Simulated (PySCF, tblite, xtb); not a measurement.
Dissociation curve of OH, doublet.

Methods: UKS-wB97X-V = unrestricted wB97X-V/cc-pVQZ (PySCF); UCCSD = CCSD on UHF/cc-pVQZ, 1 core orbital frozen (PySCF 2.14.0); GFN2-xTB, 300 K electronic temperature (tblite); GFN1-xTB (xtb); UKS-B3LYP/6-31G* = unrestricted B3LYP/6-31G*, spherical d (PySCF).

Energies are in kcal/mol, each relative to the lowest point of its own curve near equilibrium.

```json
[
 {"R / Å": "0.73", "UKS-wB97X-V": "61.4", "UCCSD": "59.6", "GFN2-xTB": "56.4", "GFN1-xTB": "58.6", "UKS-B3LYP/6-31G*": "65.8"},
 {"R / Å": "0.79", "UKS-wB97X-V": "29.5", "UCCSD": "28.2", "GFN2-xTB": "25.5", "GFN1-xTB": "27.4", "UKS-B3LYP/6-31G*": "32.3"},
 {"R / Å": "0.82", "UKS-wB97X-V": "19.0", "UCCSD": "17.9", "GFN2-xTB": "15.9", "GFN1-xTB": "17.5", "UKS-B3LYP/6-31G*": "21.2"},
 {"R / Å": "0.88", "UKS-wB97X-V": "6.0", "UCCSD": "5.4", "GFN2-xTB": "4.5", "GFN1-xTB": "5.4", "UKS-B3LYP/6-31G*": "7.2"},
 {"R / Å": "0.92", "UKS-wB97X-V": "1.7", "UCCSD": "1.4", "GFN2-xTB": "1.1", "GFN1-xTB": "1.5", "UKS-B3LYP/6-31G*": "2.4"},
 {"R / Å": "0.94", "UKS-wB97X-V": "0.6", "UCCSD": "0.4", "GFN2-xTB": "0.3", "GFN1-xTB": "0.5", "UKS-B3LYP/6-31G*": "1.1"},
 {"R / Å": "0.97", "UKS-wB97X-V": "0.0", "UCCSD": "0.0", "GFN2-xTB": "0.0", "GFN1-xTB": "0.0", "UKS-B3LYP/6-31G*": "0.1"},
 {"R / Å": "0.99", "UKS-wB97X-V": "0.2", "UCCSD": "0.3", "GFN2-xTB": "0.3", "GFN1-xTB": "0.2", "UKS-B3LYP/6-31G*": "0.0"},
 {"R / Å": "1.03", "UKS-wB97X-V": "1.7", "UCCSD": "2.0", "GFN2-xTB": "1.9", "GFN1-xTB": "1.6", "UKS-B3LYP/6-31G*": "1.0"},
 {"R / Å": "1.08", "UKS-wB97X-V": "5.2", "UCCSD": "5.7", "GFN2-xTB": "5.2", "GFN1-xTB": "5.0", "UKS-B3LYP/6-31G*": "4.0"},
 {"R / Å": "1.14", "UKS-wB97X-V": "11.2", "UCCSD": "11.8", "GFN2-xTB": "10.6", "GFN1-xTB": "10.7", "UKS-B3LYP/6-31G*": "9.2"},
 {"R / Å": "1.21", "UKS-wB97X-V": "19.7", "UCCSD": "20.3", "GFN2-xTB": "18.0", "GFN1-xTB": "18.9", "UKS-B3LYP/6-31G*": "16.8"},
 {"R / Å": "1.31", "UKS-wB97X-V": "33.3", "UCCSD": "33.5", "GFN2-xTB": "29.6", "GFN1-xTB": "32.3", "UKS-B3LYP/6-31G*": "29.0"},
 {"R / Å": "1.44", "UKS-wB97X-V": "51.4", "UCCSD": "50.7", "GFN2-xTB": "45.5", "GFN1-xTB": "50.6", "UKS-B3LYP/6-31G*": "45.2"},
 {"R / Å": "1.61", "UKS-wB97X-V": "72.7", "UCCSD": "70.6", "GFN2-xTB": "65.7", "GFN1-xTB": "73.5", "UKS-B3LYP/6-31G*": "64.2"},
 {"R / Å": "1.73", "UKS-wB97X-V": "83.8", "UCCSD": "81.6", "GFN2-xTB": "78.7", "GFN1-xTB": "88.3", "UKS-B3LYP/6-31G*": "74.5"},
 {"R / Å": "1.95", "UKS-wB97X-V": "95.7", "UCCSD": "94.6", "GFN2-xTB": "99.3", "GFN1-xTB": "111.2", "UKS-B3LYP/6-31G*": "86.6"},
 {"R / Å": "2.13", "UKS-wB97X-V": "100.7", "UCCSD": "99.5", "GFN2-xTB": "112.7", "GFN1-xTB": "126.0", "UKS-B3LYP/6-31G*": "92.3"},
 {"R / Å": "2.36", "UKS-wB97X-V": "103.9", "UCCSD": "102.1", "GFN2-xTB": "126.0", "GFN1-xTB": "140.5", "UKS-B3LYP/6-31G*": "96.5"},
 {"R / Å": "2.61", "UKS-wB97X-V": "105.4", "UCCSD": "103.2", "GFN2-xTB": "136.1", "GFN1-xTB": "151.8", "UKS-B3LYP/6-31G*": "99.0"},
 {"R / Å": "2.93", "UKS-wB97X-V": "106.3", "UCCSD": "103.6", "GFN2-xTB": "144.4", "GFN1-xTB": "161.3", "UKS-B3LYP/6-31G*": "100.5"},
 {"R / Å": "3.39", "UKS-wB97X-V": "106.6", "UCCSD": "103.8", "GFN2-xTB": "—", "GFN1-xTB": "—", "UKS-B3LYP/6-31G*": "101.3"},
 {"R / Å": "3.85", "UKS-wB97X-V": "106.7", "UCCSD": "103.9", "GFN2-xTB": "—", "GFN1-xTB": "—", "UKS-B3LYP/6-31G*": "101.5"}
]
```

At the longest distance, 3.85 Å, UKS-wB97X-V lies highest above its minimum (106.7 kcal/mol) and UKS-B3LYP/6-31G* lowest (101.5 kcal/mol).

A dash means that the run gave no value there, or that the column was ended at a point which the program doubted or which failed a test of continuity chosen for this set; such a test can also cut sound points.

The unrestricted determinant behind UKS-wB97X-V, UKS-B3LYP/6-31G* is spin-contaminated at 1.61 to 3.85 Å (<S²> up to 1.8, against 0.75 for a pure doublet). The unrestricted determinant behind UCCSD is spin-contaminated at 1.31 to 3.85 Å (<S²> up to 1.8, against 0.75 for a pure doublet).
